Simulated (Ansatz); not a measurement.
# H₂S (triplet): wave-function methods side by side at distance H1–H2 along a hydrogen transfer = 0.821 Å, 6-31G

Aim: climb from Hartree-Fock through coupled cluster and multireference methods for H₂S (triplet) at one geometry and basis, and see what each rung misses.

Method: 6-31G, core rule «outside noble gas», up to 5 orbitals frozen; program: Ansatz 0.2.0, Gaussian basis.

The runs, in order: UHF; CCSD(T) on ROHF; CCSD(T) on UHF; BCCD(T) on ROHF; CISD; CCSDT(Q) on ROHF; CCSDT(Q) on UHF; CISDTQ; CCSDTQ on ROHF; CCSDTQ on UHF; CASSCF and MRCISD+Q, 4 electrons in 4 orbitals; CASSCF and NEVPT2, 4 electrons in 4 orbitals; CASSCF and MRCISD+Q, 8 electrons in 6 orbitals; CASSCF and NEVPT2, 8 electrons in 6 orbitals; Full CI.

7 further runs of the same task are left out: 7 that didn't finish.

## Step 1: The geometry

The geometry derives from fragments relaxed apart (PBE0/def2-TZVP) and kept rigid, so it is no stationary point. A hydrogen atom is moved between rigid fragments.

3 atoms, charge 0, spin multiplicity 3.

Atoms are counted from 1 here; the program's logs count them from 0.

Bond lengths: H1–H2 0.821 Å, H2–S3 1.571 Å. Angles: H1–H2–S3 180.0°.

Geometry (Å):

```xyz
3
H2S
H     0.0000    0.0000   -1.0710
H     0.0000    0.0000   -0.2500
S     0.0000    0.0000    1.3210
```

## Step 2: UHF

Input file in.yaml:

```yaml
crystal:
  periodic: [false, false, false]
  atoms:
    - {symbol: H, position_ang: [0.000000, 0.000000, -1.071000]}
    - {symbol: H, position_ang: [0.000000, 0.000000, -0.250000]}
    - {symbol: S, position_ang: [0.000000, 0.000000, 1.321000]}
basis:
  gaussian: {orbitals: 6-31G}
magnetization: {spin_polarized: true, initial_magnetization: 2}
hamiltonian: {xc: hf}
output: {orbitals: {seedname: orbitals}}
```

Launch:

```sh
$ ansatz run in.yaml --threads 1 --pin off --events-out ev --progress --plain --max-ram 2393MiB
```

After this run come: CCSD(T) on ROHF; CCSD(T) on UHF; BCCD(T) on ROHF; CISD; CCSDT(Q) on ROHF; CCSDT(Q) on UHF; CISDTQ; CCSDTQ on ROHF; CCSDTQ on UHF; CASSCF and MRCISD+Q, 4 electrons in 4 orbitals; CASSCF and NEVPT2, 4 electrons in 4 orbitals; CASSCF and MRCISD+Q, 8 electrons in 6 orbitals; CASSCF and NEVPT2, 8 electrons in 6 orbitals; Full CI.

Before running them: what should the planned runs give, taken together? Wanted: FCI below the RHF energy; RMP2 from FCI; UMP2 from FCI; RCCSD from FCI; RCCSD(T) from FCI; UCCSD(T) from FCI; RCCSDT(Q) from FCI; UCCSDT(Q) from FCI; NEVPT2 pair from FCI.

As calculated:

| quantity | value |
| --- | --- |
| FCI below the RHF energy | -1.6319 eV |
| RMP2 from FCI | +41.0 kJ/mol |
| UMP2 from FCI | +38.4 kJ/mol |
| RCCSD from FCI | +1.6 kJ/mol |
| RCCSD(T) from FCI | +0.4 kJ/mol |
| UCCSD(T) from FCI | +0.4 kJ/mol |
| RCCSDT(Q) from FCI | 0.0 kJ/mol |
| UCCSDT(Q) from FCI | 0.0 kJ/mol |
| NEVPT2 pair from FCI | +22.8 kJ/mol |
| NEVPT2 valence from FCI | +27.8 kJ/mol |
| MRCISD+Q valence from FCI | +1.0 kJ/mol |
| levels within 1 kcal/mol (43 meV) | RCCSD, UCCSD, RCCSD(T), UCCSD(T), BCCD(T), RCCSDT, UCCSDT, CISDTQ, RCCSDT(Q), UCCSDT(Q), RCCSDTQ, UCCSDTQ, MRCISD valence, MRCISD+Q valence |
| T1 diagnostic | 0.023 |
| effectively unpaired electrons | 2.01 |

In words: RCCSD(T) misses by +0.4 kJ/mol, 0.2 % of the correlation energy. One determinant dominates. Of the multireference levels listed MRCISD+Q valence comes nearest in total energy (+1.0 kJ/mol), which doesn't show that its space is the better one. These misses are within one basis, not against nature; the frozen cores of restricted and unrestricted runs differ, which can shift their rows.
